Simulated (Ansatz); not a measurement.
How far each method lies from full CI for NF3, singlet

Geometry: MP2(full)/6-31G*, from the G2/97 set.

```xyz
4

N     0.0000    0.0000    0.4950
F     0.0000    1.2382   -0.1216
F     1.0723   -0.6191   -0.1216
F    -1.0723   -0.6191   -0.1216
```

Basis STO-3G; Ansatz 0.2.0. Correlated methods freeze the noble-gas cores, which leaves 26 electrons in 16 orbitals. Prefix R: restricted or restricted open-shell reference. Active spaces: valence = (20e, 13o, short of the full valence) chosen from the atoms' valence shells.

Full CI is exact within this basis and frozen core; it isn't the basis-set limit.

* UHF ⟨S²⟩: 0.000
* T1 diagnostic (RCCSD): 0.0115
* largest doubles amplitude (RCCSD): 0.061

| level | E − E(RHF) (eV) |
| --- | --- |
| RMP2 | -2.9549 |
| RCCSD | -3.9793 |
| RCCSD(T) | -4.0739 |

Q: Estimate how far full CI in STO-3G lies from RCCSD(T). The table doesn't fix it; the size of (T) and the diagnostics are the guide.

A: Full CI in STO-3G lies 1.56 mEh below RCCSD(T), which is 45 % of the (T) step (-3.48 mEh). The diagnostics give no warning, yet the rest is a sizeable part of (T).

The other levels:

| level | E − E(full CI) (mEh) | share of correlation (%) | wall time |
| --- | --- | --- | --- |
| CISD | 11.49 | 92.41 | 0.22 s |
| BCCD(T) | 1.62 | 98.93 | 0.28 s |
| RCCSDT | 0.19 | 99.87 | – |
| CISDTQ | 0.30 | 99.80 | 0.42 s |
| RCCSDT(Q) | 0.00 | 100.00 | 0.97 s |
| RCCSDTQ | 0.00 | 100.00 | 27 s |
| CASSCF (valence space) | 3.48 | 97.70 | – |
| NEVPT2 (valence space) | 1.13 | 99.25 | 7 s (H100) |
| MRCISD (valence space) | 0.08 | 99.94 | – |
| MRCISD+Q (valence space) | 0.08 | 99.95 | 17 s (H100) |

The correlation energy at full CI, counted from RHF, is -4.116 eV. That run took 0.64 s on 1 thread of AMD EPYC 7R13, shared host over 157,000 determinants.

Times hold each run's SCF and search for its determinant on a shared host, so for small cases they say little of a method's own cost; rows without a card ran on 1 thread of AMD EPYC 7R13.

The full-CI state has the irrep A' of Cs, in the program's axes (one component, if the state is degenerate).

Natural occupations of full CI about the gap: 1.994 1.990 1.951 1.944 1.944 0.067 0.066 0.066; effectively unpaired electrons, Σ n²(2−n)², 0.08.

Atomization energy (electronic, same basis, no zero-point term; atoms at the same level, unrestricted beside the R rows where the molecule is a closed shell, with restricted open-shell steps beyond CCSDT(Q)) at full CI: 596.8 kJ/mol. Errors of other levels:

```tsv
level	error (kJ/mol)
RHF	-397.2
RMP2	-112.1
CISD	-30.2
RCCSD	-13.2
RCCSD(T)	-4.1
BCCD(T)	-4.3
RCCSDT	-0.5
CISDTQ	-0.8
RCCSDT(Q)	0.0
RCCSDTQ	0.0
```

This basis is far from its limit, so the value isn't to be set against a measured one. Truncated CI isn't size-consistent, which counts against it in atomization.
